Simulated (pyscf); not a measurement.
`[CH4]` + `[SH][InH2]` → `[CH3][InH2]` + `[SH2]` (four-centre exchange; singlet surface; C–H, In–S broken, C–In, H–S formed). Single points on ωB97X-D3(BJ)/def2-SVP structures (PySCF, gas phase). MP2 and CC: frozen core, UHF for open shells. ΔMP2 is the change of the MP2 total energy from the triple- to the quadruple-zeta basis. Energies in kcal/mol from the separated reactants.

| level | barrier | reaction energy |
|---|---|---|
| ωB97X-D3(BJ)/def2-TZVP | 42.0 | +33.4 |
| PBE/def2-TZVP | 37.7 | +31.7 |
| PBE0-D3(BJ)/def2-TZVP | 38.8 | +31.9 |
| M06-2X/def2-TZVP | 41.6 | +32.5 |
| ωB97M-D3(BJ)/def2-TZVP | 43.4 | +30.6 |
| MP2/def2-QZVPP | 39.6 | +31.2 |
| CCSD(T)/def2-TZVPP + ΔMP2(QZVPP) | 41.8 | +30.6 |

On the product side the descent ends in an adduct with a In–S contact, 12.6 kcal/mol under the separated species and 21.2 kcal/mol under the saddle at ωB97X-D3(BJ)/def2-TZVP. What is counted as broken (In–S) persists as a longer contact in the product adduct; parting that adduct is a step of its own. One saddle was located; it need not be the lowest between these sides. The CCSD(T) − MP2 part came from Ansatz, without density fitting, on the same reference. The frozen core leaves the outer d or s,p core shells of the metals and heavy elements correlated in the MP2 and CC values, and def2-TZVPP describes them poorly, which can shift differences by a few kcal/mol. Elements past Kr carry the def2 core potentials, without spin-orbit coupling.
